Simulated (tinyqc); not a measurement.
Inside a calculation. Method: RHF in the sto-6g basis, for BH3, spin multiplicity 1. One step of it, computed by the program tinyqc.

Problem. Iteration 8 (converged): orbitals. Diagonalise F' = X^T F X, C = X C', fill 4 alpha and 4 beta electrons from the bottom; D = 2 C_occ C_occ^T. Each column has its largest component positive (the first on a tie).

converged F (hartree):
```
,1B 1s,1B 2s,1B 2px,1B 2py,1B 2pz,2H 1s,3H 1s,4H 1s
1B 1s,-7.543160,-2.113174,0.000001,0.000000,-0.000564,-0.305306,-0.305703,-0.305703
1B 2s,-2.113174,-0.980120,0.000098,0.000000,0.004259,-0.407297,-0.407576,-0.407576
1B 2px,0.000001,0.000098,-0.086942,0.000000,-0.000006,-0.340152,0.170192,0.170192
1B 2py,0.000000,0.000000,0.000000,-0.087017,0.000000,0.000000,-0.294666,0.294666
1B 2pz,-0.000564,0.004259,-0.000006,0.000000,0.238571,0.005534,0.005541,0.005541
2H 1s,-0.305306,-0.407297,-0.340152,0.000000,0.005534,-0.270893,-0.063256,-0.063256
3H 1s,-0.305703,-0.407576,0.170192,-0.294666,0.005541,-0.063256,-0.271115,-0.063370
4H 1s,-0.305703,-0.407576,0.170192,0.294666,0.005541,-0.063256,-0.063370,-0.271115
```

X:
```
,1,2,3,4,5,6,7,8
1B 1s,-0.411874,0.000000,-0.000910,0.913876,0.176733,0.000000,0.000283,0.231625
1B 2s,1.166665,0.000000,0.001964,-0.015605,0.019960,0.000000,0.000468,0.510196
1B 2px,-0.002061,0.000000,0.976575,0.000033,-0.000002,0.000000,0.601742,-0.000444
1B 2py,0.000000,0.976630,0.000000,0.000000,0.000000,0.601775,0.000000,0.000000
1B 2pz,-0.026444,0.000000,-0.000036,-0.196119,0.980341,0.000000,-0.000006,-0.011450
2H 1s,-0.559691,0.000000,-0.841165,-0.231356,-0.044812,0.000000,0.466490,0.296573
3H 1s,-0.562306,-0.727801,0.419209,-0.231132,-0.044770,0.403758,-0.232881,0.297117
4H 1s,-0.562306,0.727801,0.419209,-0.231132,-0.044770,-0.403758,-0.232881,0.297117
```

Give: F' = X^T F X; orbital energies; coefficients C; D after iteration 8.

Solution.

F' = X^T F X (hartree):
```
,1,2,3,4,5,6,7,8
1,0.2190,0.0000,-0.0010,1.1399,0.2193,0.0000,0.0002,0.3660
2,0.0000,0.5347,0.0000,0.0000,0.0000,0.0967,0.0000,0.0000
3,-0.0010,0.0000,0.5346,0.0031,0.0006,0.0000,0.0967,0.0010
4,1.1399,0.0000,0.0031,-5.9141,-1.2334,0.0000,-0.0026,-2.5352
5,0.2193,0.0000,0.0006,-1.2334,-0.0088,0.0000,-0.0005,-0.5170
6,0.0000,0.0967,0.0000,0.0000,0.0000,-0.3856,0.0000,0.0000
7,0.0002,0.0000,0.0967,-0.0026,-0.0005,0.0000,-0.3856,-0.0013
8,0.3660,0.0000,0.0010,-2.5352,-0.5170,0.0000,-0.0013,-1.7611
```

orbital energies (hartree): MO1 -7.5453, MO2 -0.5884, MO3 -0.3957, MO4 -0.3956, MO5 0.2382, MO6 0.4306, MO7 0.5447, MO8 0.5448

coefficients C:
```
,MO1,MO2,MO3,MO4,MO5,MO6,MO7,MO8
1B 1s,0.9948,-0.2148,0.0000,-0.0001,-0.0141,-0.2318,0.0005,0.0000
1B 2s,0.0204,0.6428,0.0000,0.0004,0.0621,1.0975,-0.0026,0.0000
1B 2px,0.0000,-0.0002,0.0000,0.4976,0.0000,0.0020,1.0335,0.0000
1B 2py,0.0000,0.0000,0.4976,0.0000,0.0000,0.0000,0.0000,1.0336
1B 2pz,0.0000,-0.0035,0.0000,0.0000,0.9979,-0.0673,0.0001,0.0000
2H 1s,-0.0031,0.2774,0.0000,0.5507,-0.0277,-0.6188,-0.7861,0.0000
3H 1s,-0.0031,0.2777,0.4768,-0.2751,-0.0277,-0.6165,0.3952,-0.6822
4H 1s,-0.0031,0.2777,-0.4768,-0.2751,-0.0277,-0.6165,0.3952,0.6822
```

D after iteration 8:
```
,1B 1s,1B 2s,1B 2px,1B 2py,1B 2pz,2H 1s,3H 1s,4H 1s
1B 1s,2.0715,-0.2355,0.0000,0.0000,0.0015,-0.1254,-0.1254,-0.1254
1B 2s,-0.2355,0.8272,0.0001,0.0000,-0.0045,0.3569,0.3567,0.3567
1B 2px,0.0000,0.0001,0.4952,0.0000,0.0000,0.5480,-0.2739,-0.2739
1B 2py,0.0000,0.0000,0.0000,0.4952,0.0000,0.0000,0.4745,-0.4745
1B 2pz,0.0015,-0.0045,0.0000,0.0000,0.0000,-0.0019,-0.0019,-0.0019
2H 1s,-0.1254,0.3569,0.5480,0.0000,-0.0019,0.7605,-0.1490,-0.1490
3H 1s,-0.1254,0.3567,-0.2739,0.4745,-0.0019,-0.1490,0.7604,-0.1490
4H 1s,-0.1254,0.3567,-0.2739,-0.4745,-0.0019,-0.1490,-0.1490,0.7604
```
